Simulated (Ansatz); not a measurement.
HMgGe, quartet: stretch scan

Starting geometry (PBE0/def2-TZVP stationary point for this spin, not checked as a minimum):

```
atom   x (Å)   y (Å)    z (Å)
  Ge  0.0000  0.0000   2.2675
  Mg  0.0000  0.0000  -0.2851
   H  0.0000  0.0000  -1.9824
```

From there H3 moves along the line of the two atoms named below, all else staying in place; atoms are numbered as listed. Energies are in kcal/mol, counted from the starting geometry at the same level. Kohn–Sham curves are unrestricted where that lies lower.

Basis 6-31G (Cartesian d functions); Ansatz 0.2.0. Only valence electrons are correlated (noble-gas cores and the filled d shells of p-block atoms frozen). No spin–orbit coupling is included, and no scalar relativity. The metal's outer-core shells are frozen, which leaves out core–valence correlation.

Unrestricted Kohn–Sham rows aren't spin-pure: their determinants' ⟨S²⟩ exceeds S(S+1) by up to 0.47, so they mix in states of higher spin.

In so small a basis the reference is far from its limit while semilocal and hybrid functionals are nearer theirs (RPA and double hybrids share much of the reference's basis error), so the functionals' errors here hold much of the reference's basis and frozen-core error, which can add to them or hide them.

Full CI is exact within this basis and frozen core; it isn't the basis-set limit.

| distance Mg2-H3 (Å) | full CI | PBE | r2SCAN | B97M-V | PBE0 | B3LYP | wB97M-V | B2PLYP | PBE-QIDH | RPA-PBE |
| --- | --- | --- | --- | --- | --- | --- | --- | --- | --- | --- |
| 1.352 | 23.7 | 22.2 | 21.9 | 21.5 | 21.8 | 21.1 | 20.6 | 21.6 | 22.0 | 24.0 |
| 1.531 | 5.3 | 4.8 | 4.5 | 4.3 | 4.5 | 4.2 | 3.9 | 4.3 | 4.5 | 5.5 |
| 1.697 | 0.0 | 0.0 | 0.0 | 0.0 | 0.0 | 0.0 | 0.0 | 0.0 | 0.0 | 0.0 |
| 1.900 | 1.7 | 2.1 | 2.7 | 2.9 | 2.7 | 2.8 | 3.4 | 2.9 | 3.0 | 1.4 |
| 2.054 | 6.0 | 6.8 | 7.8 | 8.1 | 7.9 | 8.0 | 9.0 | 8.2 | 8.5 | 5.6 |
| 2.314 | 15.6 | 16.7 | 18.6 | 19.3 | 19.0 | 18.5 | 21.0 | 19.4 | 20.5 | 14.8 |
| 2.684 | 28.4 | 29.7 | 32.0 | 34.7 | 32.9 | 31.7 | 36.7 | 33.3 | 35.4 | 27.2 |
| 3.095 | 36.6 | 38.5 | 40.7 | 45.6 | 41.5 | 40.2 | 45.2 | 41.0 | 43.1 | 35.2 |
| 3.786 | 39.4 | 42.9 | 47.5 | 51.7 | 45.6 | 45.1 | 48.3 | 44.8 | 46.7 | 36.9 |
| 4.533 | 39.7 | 43.7 | 49.6 | 52.4 | 46.4 | 46.1 | 48.9 | 45.5 | 47.4 | 36.9 |
| 5.904 | 39.8 | 44.1 | 50.3 | 52.8 | 46.7 | 46.5 | 49.4 | 45.8 | 47.7 | 37.0 |

Q: Judged by the spread of the error over the points with a reference (largest less smallest), which of these follows full CI best and which worst?

A: Subtracting the full CI column from each: best RPA-PBE (errors from -2.8 to 0.2, spread 3.0 kcal/mol), worst B97M-V (from -2.2 to 13.0, spread 15.2 kcal/mol). Functionals and wave-function methods converge differently with the basis, so part of this is basis effect.

r2SCAN at 5.904 Å lies 10.5 kcal/mol (26 %) above the reference in this basis. PBE at 5.904 Å lies 4.4 kcal/mol (11 %) above the reference in this basis. wB97M-V at 5.904 Å lies 9.6 kcal/mol (24 %) above the reference in this basis. PBE-QIDH at 5.904 Å lies 7.9 kcal/mol (20 %) above the reference in this basis.
